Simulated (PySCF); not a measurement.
# Argon: highly charged ions in a basis for the neutral atom

Ar¹¹⁺ [He] 2s2 2p3, Ar¹²⁺ [He] 2s2 2p2. All numbers are calculated (PySCF 2.14, the spin-free X2C one-electron Hamiltonian (Gaussian nucleus), in aug-cc-pVDZ-DK (5s4p2d, 27 functions)). No spin-orbit coupling, so a gap to NIST mixes the basis error with missing relativistic terms.

Changed run: basis of the neutral atom used for a highly charged ion. This setting is unsound on purpose.

```csv
species,method,sound run (hartree),changed run (hartree),converged
Ar¹¹⁺,UHF,not run,-454.35520,yes
Ar¹¹⁺,BP86,not run,-454.59294,yes
Ar¹¹⁺,PBE0,not run,-454.42720,yes
Ar¹²⁺,UHF,not run,-431.38302,yes
Ar¹²⁺,BP86,not run,-431.62707,yes
Ar¹²⁺,PBE0,not run,-431.45172,yes
```

Ionisation energy of Ar¹¹⁺:

| method | changed run (eV) | NIST (eV) |
| --- | --- | --- |
| UHF | 625.10 | 619 ± 0.4 |
| BP86 | 624.93 | 619 ± 0.4 |
| PBE0 | 625.19 | 619 ± 0.4 |

The contracted functions were made for the neutral atom and can be too rigid for a highly charged ion.
